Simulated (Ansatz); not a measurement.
A nudged elastic band was laid between two geometries of ClH3Si + FH (7 atoms, charge 0, multiplicity 1).

Theory: RKS PBE0-D4/def2-SVP (Ansatz).

- movable images: 5
- climbing image: yes
- spring: 5.0 eV/Å²
- optimiser: quadratic models (default)
- start path: through a guess of the saddle point
- force threshold: 0.03 eV/Å
- iteration limit: 60
- end points: relaxed

Image 0:

```xyz
7
Properties=species:S:1:pos:R:3
Si -0.241 -0.260 -0.036
H -0.543 -0.462 1.402
Cl 1.841 -0.174 -0.265
H -0.820 0.998 -0.568
H -0.696 -1.427 -0.837
F 0.985 2.055 1.590
H 1.636 1.576 1.130
```

Image 6:

```xyz
7
Properties=species:S:1:pos:R:3
Si 0.014 0.452 -0.656
H 0.813 -0.257 3.067
Cl 1.875 -0.230 -1.173
H -0.604 1.115 -1.829
H -0.790 -0.671 -0.119
F 0.178 1.560 0.514
H 0.676 0.338 2.613
```

Q: What changes between the two ends?

A: Bonds broken: Si1–H2, F6–H7. Bonds formed: Si1–F6, H2–H7. ClH3Si + FH becomes ClFH2Si + H2.

Q: Give the energies along the band, and the barrier.

A: The forces met the threshold. The highest image is number 3 of 0 to 6, 1.44 eV above the first end and 2.30 eV above the last; the last end lies 0.87 eV below the first. Neighbouring images differ by up to 2.1 eV, so the band resolves the path poorly. A vibrational analysis at the climbing image gives one clearly imaginary mode, 1106i cm⁻¹: a first-order saddle point. The orbitals stay closed-shell, which can raise the energy where a bond breaks towards radicals; this wasn't checked here.

```json
{"image": "0", "path coordinate (Å)": "0.00", "energy (eV)": "0.00", "Si1–H2 (Å)": "1.48", "F6–H7 (Å)": "0.93", "Si1–F6 (Å)": "3.08"}
{"image": "1", "path coordinate (Å)": "0.92", "energy (eV)": "0.14", "Si1–H2 (Å)": "1.49", "F6–H7 (Å)": "0.92", "Si1–F6 (Å)": "3.00"}
{"image": "2", "path coordinate (Å)": "1.84", "energy (eV)": "0.36", "Si1–H2 (Å)": "1.51", "F6–H7 (Å)": "0.93", "Si1–F6 (Å)": "2.66"}
{"image": "3", "path coordinate (Å)": "2.75", "energy (eV)": "1.44", "Si1–H2 (Å)": "1.70", "F6–H7 (Å)": "1.16", "Si1–F6 (Å)": "1.93"}
{"image": "4", "path coordinate (Å)": "4.21", "energy (eV)": "-0.68", "Si1–H2 (Å)": "2.79", "F6–H7 (Å)": "2.05", "Si1–F6 (Å)": "1.62"}
{"image": "5", "path coordinate (Å)": "5.66", "energy (eV)": "-0.87", "Si1–H2 (Å)": "3.94", "F6–H7 (Å)": "2.45", "Si1–F6 (Å)": "1.62"}
{"image": "6", "path coordinate (Å)": "7.12", "energy (eV)": "-0.87", "Si1–H2 (Å)": "3.87", "F6–H7 (Å)": "2.48", "Si1–F6 (Å)": "1.62"}
```

Q: What is the geometry of the highest image?

A: 
```xyz
7
Properties=species:S:1:pos:R:3:forces:R:3
Si 0.204 0.159 -0.035 0.00 0.01 -0.01
H -0.347 0.041 1.572 0.00 0.00 0.01
Cl 2.013 -0.133 -1.005 0.00 0.00 0.00
H -0.689 1.151 -0.673 0.00 0.00 0.00
H -0.370 -1.211 -0.194 0.00 0.00 0.00
F 1.060 1.472 1.088 0.00 -0.01 0.00
H 0.293 0.827 1.663 0.00 0.00 0.01
```

The band took 28 iterations and about 4 core-minutes.

Run time: 4.4 min on 1 thread of Arm Neoverse V1 (shared host), peak memory 0.13 GiB.
